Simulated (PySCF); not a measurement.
Molecule: `InChI=1S/FH.Li/h1H;/q;+1/p-1`.

Geometry:
```csv
atom,x (Å),y (Å),z (Å)
Li1,0.791,-0.065,-0.001
F2,-0.741,-0.023,-0.021
```

Geometry PBE0-D3(BJ)/def2-SVP throughout; GIAO in PySCF 2.14.0 with density-fitted response routines, gas phase, one conformer, non-relativistic; equivalent atoms averaged; functional PBE0.

Problem. How do the absolute shieldings σ depend on the basis set? (ppm; last column core-seconds on shared hosts with different chips, so compare them loosely)

Solution. 
```
    basis set  functions   Li1     F2  core-s
       STO-3G         10  89.2  155.9     0.4
        6-31G         18  92.4  298.6     0.7
     pcSseg-0         18  87.4  259.6    0.54
     def2-SVP         23  87.4  294.7     0.7
       6-31G*         28  92.2  311.1     0.7
      cc-pVDZ         28  93.9  325.8    0.67
     pcSseg-1         29  87.8  306.1    0.77
    def2-TZVP         45  88.6  341.5       1
  aug-cc-pVDZ         46  91.1  367.3    0.83
6-311+G(2d,p)         54  88.9  355.4     1.2
     pcSseg-2         57  87.5  340.7     0.4
      cc-pVTZ         60  89.4  341.4     1.1
     pcSseg-3        112  87.3  352.2     2.2
```

Problem. Which nucleus moves most, in ppm?

Solution. F2 (fluorine bonded to Li): from 155.9 ppm with STO-3G to 367.3 ppm with aug-cc-pVDZ. The smallest spread is 6.6 ppm, at Li1.

Problem. Taking the largest basis, pcSseg-3 (112 functions), as the yardstick, rank the others by their worst heavy-atom deviation.

Solution. 6-311+G(2d,p) 3.2 ppm (54 functions), def2-TZVP 10.6 ppm (45 functions), cc-pVTZ 10.8 ppm (60 functions), pcSseg-2 11.5 ppm (57 functions), aug-cc-pVDZ 15.1 ppm (46 functions), cc-pVDZ 26.4 ppm (28 functions), 6-31G* 41.0 ppm (28 functions), pcSseg-1 46.0 ppm (29 functions), 6-31G 53.6 ppm (18 functions), def2-SVP 57.5 ppm (23 functions), pcSseg-0 92.6 ppm (18 functions), STO-3G 196.3 ppm (10 functions).

A small basis that lands close on one nucleus may do so by chance; judge by the trend and by all nuclei.
